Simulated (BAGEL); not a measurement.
# AlNH3Cl (SMILES [NH2][AlH][Cl]): HF/STO-3G (density fitting with qzvpp-jkfit)

Aim: the vertical ionisation energy of AlNH3Cl at HF/STO-3G (density fitting with qzvpp-jkfit), from 2 runs. 

The calculation is run with BAGEL 1.2.2.

5 further runs of the same task are left out: 3 that didn't finish, 2 set aside as unsound or not needed. Runs told in other sessions of the task aren't counted.

## (1) The system as given

AlNH3Cl: 6 atoms, total charge 0, spin state singlet. As SMILES, `[NH2][AlH][Cl]`. The shape is that of a PBE0-D4/def2-TZVP optimisation.

Bond lengths: N1–Al2 1.756 Å, Al2–Cl3 2.098 Å, N1–H4 1.007 Å, N1–H5 1.007 Å, Al2–H6 1.570 Å. Angles: N1–Al2–Cl3 117.5°, N1–Al2–H6 121.9°, Cl3–Al2–H6 120.6°, Al2–N1–H4 124.3°, Al2–N1–H5 125.0°, H4–N1–H5 110.7°.

## (2) The energy at HF/STO-3G (density fitting with qzvpp-jkfit)

Input file calc.json:

```json
{ "bagel": [

{
  "title": "molecule",
  "basis": "sto-3g",
  "df_basis": "qzvpp-jkfit",
  "angstrom": true,
  "geometry": [
    { "atom": "N", "xyz": [      -0.631100,       0.250900,      -0.718800 ] },
    { "atom": "Al", "xyz": [       0.477600,      -0.073800,       0.603600 ] },
    { "atom": "Cl", "xyz": [       1.413500,      -1.951500,       0.645600 ] },
    { "atom": "H", "xyz": [      -1.134300,       1.115000,      -0.838800 ] },
    { "atom": "H", "xyz": [      -0.852600,      -0.395100,      -1.458900 ] },
    { "atom": "H", "xyz": [       0.769000,       0.990400,       1.721000 ] }
  ]
},

{
  "title": "hf",
  "charge": 0
},

{
  "title": "print",
  "file": "orbitals.molden",
  "orbitals": true
}

]}
```

Launch:

```
$ BAGEL_NUM_THREADS=1 BAGEL calc.json > calc.out
```

Standard output:

```text
* using 1 threads per process

  ===============================================================
  ===============================================================

  *** Geometry ***

  { "atom" : "N", "xyz" : [     -1.192606,      0.474132,     -1.358335 ] },
  { "atom" : "Al", "xyz" : [      0.902533,     -0.139462,      1.140639 ] },
  { "atom" : "Cl", "xyz" : [      2.671128,     -3.687801,      1.220007 ] },
  { "atom" : "H", "xyz" : [     -2.143516,      2.107045,     -1.585102 ] },
  { "atom" : "H", "xyz" : [     -1.611180,     -0.746631,     -2.756921 ] },
  { "atom" : "H", "xyz" : [      1.453199,      1.871585,      3.252219 ] },

  Number of auxiliary basis functions:      387

  Since a DF basis is specified, we compute 2- and 3-index integrals:
    o Being stored without compression. Storage requirement is 0.002 GB

  Number of basis functions:       26
  Number of electrons      :       40

    * METHOD: MOLECULE                             0.08

  *** RHF ***

  === Nuclear Repulsion ===
   128.9619128155

      * DIIS with orbital gradients will be used.

  === RHF iteration (sto-3g) ===
      0       -749.14420683          0.01461012           0.01
      1       -749.19816220          0.00373584           0.01
      2       -749.20149979          0.00076092           0.01
      3       -749.20170246          0.00009386           0.01
      4       -749.20170594          0.00001397           0.01
      5       -749.20170602          0.00000293           0.01
      6       -749.20170603          0.00000043           0.01
      7       -749.20170603          0.00000008           0.01
      8       -749.20170603          0.00000002           0.01
      9       -749.20170603          0.00000000           0.01
    * SCF iteration converged.

    * Permanent dipole moment:
           (    0.653615,    -1.092225,     0.175728) a.u.

    * METHOD: HF                                   0.15

    * METHOD: PRINT                                0.00

  ===============================================================
```

Wall time 0.36 s (1 thread of Arm Neoverse V2, shared host).

## (3) The doublet cation

Input file input.json:

```json
{ "bagel" : [

{
  "title" : "molecule",
  "basis" : "sto-3g",
  "df_basis" : "qzvpp-jkfit",
  "angstrom" : true,
  "geometry" : [
    { "atom" : "N", "xyz" : [      -0.631100,       0.250900,      -0.718800 ] },
    { "atom" : "Al", "xyz" : [       0.477600,      -0.073800,       0.603600 ] },
    { "atom" : "Cl", "xyz" : [       1.413500,      -1.951500,       0.645600 ] },
    { "atom" : "H", "xyz" : [      -1.134300,       1.115000,      -0.838800 ] },
    { "atom" : "H", "xyz" : [      -0.852600,      -0.395100,      -1.458900 ] },
    { "atom" : "H", "xyz" : [       0.769000,       0.990400,       1.721000 ] }
  ]
},

{
  "title" : "uhf",
  "charge" : 1,
  "nopen" : 1
},

{
  "title" : "print",
  "file" : "orbitals.molden",
  "orbitals" : true
}

]}
```

Launch:

```
$ BAGEL_NUM_THREADS=1 BAGEL input.json > input.out
```

Standard output:

```text
* using 1 threads per process

  ===============================================================
  ===============================================================

  *** Geometry ***

  { "atom" : "N", "xyz" : [     -1.192606,      0.474132,     -1.358335 ] },
  { "atom" : "Al", "xyz" : [      0.902533,     -0.139462,      1.140639 ] },
  { "atom" : "Cl", "xyz" : [      2.671128,     -3.687801,      1.220007 ] },
  { "atom" : "H", "xyz" : [     -2.143516,      2.107045,     -1.585102 ] },
  { "atom" : "H", "xyz" : [     -1.611180,     -0.746631,     -2.756921 ] },
  { "atom" : "H", "xyz" : [      1.453199,      1.871585,      3.252219 ] },

  Number of auxiliary basis functions:      387

  Since a DF basis is specified, we compute 2- and 3-index integrals:
    o Being stored without compression. Storage requirement is 0.002 GB

  Number of basis functions:       26
  Number of electrons      :       40

    * METHOD: MOLECULE                             0.09

  *** Open-shell HF ***

  === Nuclear Repulsion ===
   128.9619128155

      * DIIS with orbital gradients will be used.

  === UHF iteration (sto-3g) ===
      0       -748.89036459          0.03190895           0.02
      1       -748.97379155          0.00627780           0.02
      2       -748.97710441          0.00135756           0.02
      3       -748.97749364          0.00040873           0.02
      4       -748.97760642          0.00006271           0.02
      5       -748.97763065          0.00001471           0.02
      6       -748.97763581          0.00000333           0.02
      7       -748.97763677          0.00000141           0.02
      8       -748.97763701          0.00000048           0.02
      9       -748.97763705          0.00000009           0.02
     10       -748.97763705          0.00000005           0.02
     11       -748.97763705          0.00000002           0.02
     12       -748.97763705          0.00000001           0.02
    * SCF iteration converged.

    * S^2 (UHF) is 0.7592

    * Permanent dipole moment:
           (    2.475537,    -2.680919,     1.642008) a.u.

    * METHOD: UHF                                  0.30

    * METHOD: PRINT                                0.00

  ===============================================================
```

Wall time 0.52 s (1 thread of Arm Neoverse V2, shared host).

## (4) Outcome

At HF/STO-3G (density fitting with qzvpp-jkfit):

```
                                          quantity          value
                     singlet AlNH3Cl: total energy  -749.20171 Eh
                    singlet AlNH3Cl: dipole moment         3.27 D
                      singlet AlNH3Cl: HOMO energy       -8.56 eV
                      singlet AlNH3Cl: LUMO energy        8.87 eV
                    singlet AlNH3Cl: HOMO–LUMO gap       17.43 eV
                      doublet cation: total energy  -748.97764 Eh
                              doublet cation: ⟨S²⟩          0.759
vertical ionisation energy (to the doublet cation)       6.097 eV
```

**Reading.** The vertical ionisation energy comes to 6.10 eV (588 kJ/mol). −ε(HOMO) before ionisation, 8.56 eV, is 2.46 eV above this ionisation energy. In a minimal basis such a difference can be off by several eV, whatever the method.
